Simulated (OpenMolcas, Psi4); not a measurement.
**[BF2]+ (SMILES F[B+]F): the vertical ionisation energy from total energies**

[BF2]+: 3 atoms, total charge +1, spin state singlet. As SMILES, `F[B+]F`. Geometry: relaxed at PBE0-D4/def2-TZVP.

```xyz
3

F     0.3297    1.1405    0.3077
B     0.0000    0.0000    0.0000
F    -0.3297   -1.1405   -0.3077
```

Both states at this one shape; open shells run unrestricted unless said. 1 Eh = 27.2114 eV.

```
                              level     program  singlet [BF2]+ (Eh)  doublet [BF2]2+ (Eh)
                        PBE/cc-pVTZ        Psi4          -224.114696           -223.170804
                     r2SCAN/cc-pVTZ        Psi4          -224.244920           -223.293569
                      B3LYP/cc-pVTZ  OpenMolcas          -224.344082           -223.382868
MP2/cc-pVTZ, 3 core orbitals frozen        Psi4          -223.968955           -222.968938
```

**Question.** Work out the vertical ionisation energy at each level.

**Answer.** 
1. PBE/cc-pVTZ: -223.170804 − (-224.114696) = 0.943892 Eh = 25.68 eV.
2. r2SCAN/cc-pVTZ: -223.293569 − (-224.244920) = 0.951351 Eh = 25.89 eV.
3. B3LYP/cc-pVTZ: -223.382868 − (-224.344082) = 0.961214 Eh = 26.16 eV.
4. MP2/cc-pVTZ: -222.968938 − (-223.968955) = 1.000017 Eh = 27.21 eV.

No measured value is set beside it here; the levels span 25.68 to 27.21 eV. The reference of the second state is spin-contaminated at MP2/cc-pVTZ (⟨S²⟩ = 0.90).
